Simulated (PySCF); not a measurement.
## Silicon: a sound run and one with changed settings

Sound run: Si [Ne] 3s2 3p2, Si+ [Ne] 3s2 3p1. Computed with PySCF 2.14 in cc-pVDZ-DK (4s3p1d, 18 functions), with the spin-free X2C one-electron Hamiltonian (Gaussian nucleus). The sound run starts from symmetry-adapted Hartree-Fock orbitals and uses a fine grid where one is needed.

Changed run: radial step 0.3 in ln r (0.13 in the sound run). This setting is unsound on purpose.

```json
{"species": "Si", "method": "UHF", "sound run (hartree)": "-289.45207", "changed run (hartree)": "-289.45207", "converged": "yes"}
{"species": "Si", "method": "BP86", "sound run (hartree)": "-290.00322", "changed run (hartree)": "-290.00351", "converged": "yes"}
{"species": "Si", "method": "LDA", "sound run (hartree)": "-288.79947", "changed run (hartree)": "-288.79949", "converged": "yes"}
{"species": "Si+", "method": "UHF", "sound run (hartree)": "-289.17161", "changed run (hartree)": "-289.17161", "converged": "yes"}
{"species": "Si+", "method": "BP86", "sound run (hartree)": "-289.70012", "changed run (hartree)": "-289.70037", "converged": "yes"}
{"species": "Si+", "method": "LDA", "sound run (hartree)": "-288.49772", "changed run (hartree)": "-288.49773", "converged": "yes"}
```

Ionisation energy of Si:

```json
{"method": "UHF", "sound run (eV)": "7.632", "changed run (eV)": "7.632"}
{"method": "BP86", "sound run (eV)": "8.248", "changed run (eV)": "8.249"}
{"method": "LDA", "sound run (eV)": "8.211", "changed run (eV)": "8.211"}
```

A coarse radial grid mis-integrates the density and the exchange-correlation energy, with errors of either sign; Hartree-Fock needs no grid.

For comparison, NIST gives 8.152 eV between the lowest levels.
